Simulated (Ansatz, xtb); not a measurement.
# C2H6B: where a starting geometry ends

The starting geometry of this gas-phase doublet was built from a drawn formula by distance geometry and a force field; its bonds are those of `BC[CH2]`.

```xyz
9

C    -1.0503   -1.0508   -0.5515
C    -1.1424   -1.6546   -1.9240
B    -1.3874   -2.1074    0.5586
H    -0.8460   -3.0944    0.6755
H    -2.3440   -1.8613    1.2947
H     0.0091   -0.7435   -0.4122
H    -1.7389   -0.1542   -0.5255
H    -2.2523   -1.9699   -2.1558
H    -0.7792   -0.9763   -2.7156
```

**Question.** Where would you expect an optimisation with r2SCAN-D4/def2-SVP to take it?

**Answer.** A new bond forms, giving a structure given below by its coordinates. Distances that change by over a tenth: C1–B3 (1.57 → 1.74 Å). Contacts that close: C2–B3 (2.54 → 1.75 Å).

The energy falls by 1.01 eV over 14 steps:

```csv
step,E − E(last) (eV)
1,1.009
2,0.657
4,0.510
5,0.465
7,0.347
8,0.208
10,0.071
11,0.016
13,0.000
14,0.000
```

Final geometry (Å):

```json
{"atom": "C", "x (Å)": "-1.0129", "y (Å)": "-0.6340", "z (Å)": "-0.5959"}
{"atom": "C", "x (Å)": "-1.4156", "y (Å)": "-1.6001", "z (Å)": "-1.5512"}
{"atom": "B", "x (Å)": "-1.3928", "y (Å)": "-2.1780", "z (Å)": "0.1029"}
{"atom": "H", "x (Å)": "-0.4531", "y (Å)": "-2.8725", "z (Å)": "0.4002"}
{"atom": "H", "x (Å)": "-2.4692", "y (Å)": "-2.2694", "z (Å)": "0.6382"}
{"atom": "H", "x (Å)": "0.0493", "y (Å)": "-0.4174", "z (Å)": "-0.4496"}
{"atom": "H", "x (Å)": "-1.7263", "y (Å)": "0.1154", "z (Å)": "-0.2410"}
{"atom": "H", "x (Å)": "-2.4435", "y (Å)": "-1.6124", "z (Å)": "-1.9247"}
{"atom": "H", "x (Å)": "-0.6675", "y (Å)": "-2.1440", "z (Å)": "-2.1348"}
```

From the same start GFN2-xTB reaches the same bonding as this run.

No frequencies were run, so the end isn't proven a minimum. Open shells are spin-unrestricted. Run with Ansatz 0.2.0, 60 s on 1 thread of Arm Neoverse V2, on a shared host.
